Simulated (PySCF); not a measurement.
EPR parameters of C5H3S

Compound: C5H3S (doublet state).
Bonds: S1–C2 (double), C2–C3, C3–C4 (double), C4–C5, C5–C6 (double), C2–C6. Hydrogens: H7 on C4; H8 on C5; H9 on C6.

Identity: `S=C1[C]=CC=C1` [radical].

The calculation used UKS B3LYP, pcH-1 on C H S, non-relativistic, mean-field spin-orbit, GIAO in PySCF. Geometry: GFN2-xTB; no solvent, vibrations or thermal averaging. GFN2-xTB frequencies show an imaginary mode (146i cm⁻¹), so this geometry is no minimum at that level. A GFN2-xTB geometry isn't a minimum of the functional, and hyperfine couplings can be far from their values at a DFT geometry. No stability test was run, so a lower SCF solution isn't excluded. ⟨S²⟩ is 0.791 where a pure state has 0.75.

```json
{
  "g1, g2, g3": "2.00229, 2.00251, 2.00369",
  "g_iso": "2.00283",
  "Form of g": "rhombic: the two nearest values differ by 16 % of g3 − g1",
  "⟨S²⟩": "0.7907 (exact 0.7500)",
  "HOMO–LUMO gap, α and β orbitals": "2.73, 2.78 eV"
}
```

Hyperfine couplings atom by atom, in MHz; T1 to T3 are the principal values of the dipolar part:

| atom | isotope | a_iso | of which spin–orbit | T1 | T2 | T3 | Mulliken spin population |
| --- | --- | --- | --- | --- | --- | --- | --- |
| S1 | 33S | 1.0 | 0.1 | -1.8 | 0.3 | 1.4 | 0.01 |
| C2 | 13C | 47.0 | 0.0 | -8.3 | -6.1 | 14.4 | -0.02 |
| C3 | 13C | 506.4 | -0.1 | -83.9 | -46.8 | 130.8 | 1.09 |
| C4 | 13C | 26.7 | 0.0 | -31.1 | 5.8 | 25.3 | -0.18 |
| C5 | 13C | 69.9 | 0.0 | -10.3 | 4.0 | 6.3 | 0.14 |
| C6 | 13C | 29.5 | 0.1 | -19.2 | 4.4 | 14.8 | -0.06 |
| H7 | 1H | 39.7 | 0.0 | -6.8 | -5.0 | 11.8 | 0.02 |
| H8 | 1H | 7.8 | 0.0 | -4.2 | -3.2 | 7.4 | 0.00 |
| H9 | 1H | 15.3 | 0.0 | -3.6 | 1.3 | 2.2 | 0.01 |

Largest spin populations (Mulliken): C3 (+1.09), C4 (-0.18), C5 (+0.14) and C6 (-0.06). C3 is the only atom above +0.15.

Axes: g1 points within 7° of the C4–C5 bond, g2 is normal to the molecular plane and g3 points within 11° of the C3–C4 bond.

Under fast tumbling the dipolar parts average out, and these isotropic splittings remain: 1 × 1H (H7, I = 1/2, 2 lines) with 1.42 mT, 1 × 1H (H9, I = 1/2, 2 lines) with 0.55 mT and 1 × 1H (H8, I = 1/2, 2 lines) with 0.28 mT.

The 13C coupling of C3 (506.4 MHz) shows only in satellite lines or after enrichment, since that isotope makes up about 1.07 % of natural carbon.
